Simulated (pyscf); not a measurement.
H₃C–CH₂–MgH + H₂C=CH₂ → H₃C–CH₂–Mg–CH₂–CH₃ (addition across a multiple bond or ene-type step; singlet surface; H–Mg broken, C–Mg, C–H formed). PySCF, gas phase, ωB97X-D3(BJ)/def2-SVP geometries. Energies in kcal/mol from the separated reactants.

```tsv
level	barrier	reaction energy
ωB97X-D3(BJ)/def2-TZVP	7.8	-28.9
PBE/def2-TZVP	___	___
r²SCAN/def2-TZVP	3.5	-27.8
B3LYP-D3(BJ)/def2-TZVP	___	-25.3
M06-2X/def2-TZVP	6.7	-29.0
HF/def2-TZVP	22.7	-18.0
```

Question: Complete the blanks.

Answer: 
- PBE/def2-TZVP, barrier: 4.4
- PBE/def2-TZVP, reaction energy: -27.5
- B3LYP-D3(BJ)/def2-TZVP, barrier: 8.5

The functionals in the table span 5.0 kcal/mol in this barrier, from r²SCAN to B3LYP-D3(BJ). On the reactant side the descent ends in a bound adduct (not fully relaxed), 9.1 kcal/mol under the separated species and 17.0 kcal/mol under the saddle at ωB97X-D3(BJ)/def2-TZVP. On the product side the descent ends in a point that may be a rotor saddle (no frequency run), 2.5 kcal/mol over the lowest minimum found and 34.3 kcal/mol under the saddle at ωB97X-D3(BJ)/def2-TZVP. At the saddle there is also a short C–Mg contact that neither side keeps. This is the saddle that the search found; another between the same sides may lie lower.
